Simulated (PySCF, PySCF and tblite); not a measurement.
A run on one conformer of CH3CH2CF2CH3, C₄H₈F₂, numbered as in [CH3:1][CH2:2][C:3]([CH3:4])([F:5])[F:6], from an ensemble study. The sound level was PBE0/pcSseg-1 on PBE0-D3(BJ)/def2-SVP geometries.

Input:

```
{"job": {"xc": "B3LPY", "basis": "pcSseg-1", "kind": "nmr", "pop": false}, "charge": 0, "multiplicity": 1}
C     -1.666995    -0.005943    -0.177811
C     -0.457231    -0.907416    -0.348903
C      0.805614    -0.185902    -0.775785
C      1.341264     0.860198     0.168363
F      1.776305    -1.124224    -0.977849
F      0.584889     0.398365    -1.991044
H     -1.536148     0.711173     0.647038
H     -1.858052     0.565987    -1.097823
H     -2.565721    -0.599184     0.043514
H     -0.231259    -1.455266     0.579503
H     -0.646146    -1.665035    -1.126002
H      2.271225     1.269285    -0.249236
H      1.554268     0.414946     1.149660
H      0.618714     1.677162     0.292998
```

Command: OMP_NUM_THREADS=1 python ens_run.py task.json out

Output:

```
KeyError: "LibXCFunctional: name 'B3LPY' not found."
```

Q: What is wrong with this calculation?

A: The setting at fault: functional unknown or not served for shieldings. B3LPY is no functional's name. The input was rejected before any iteration.
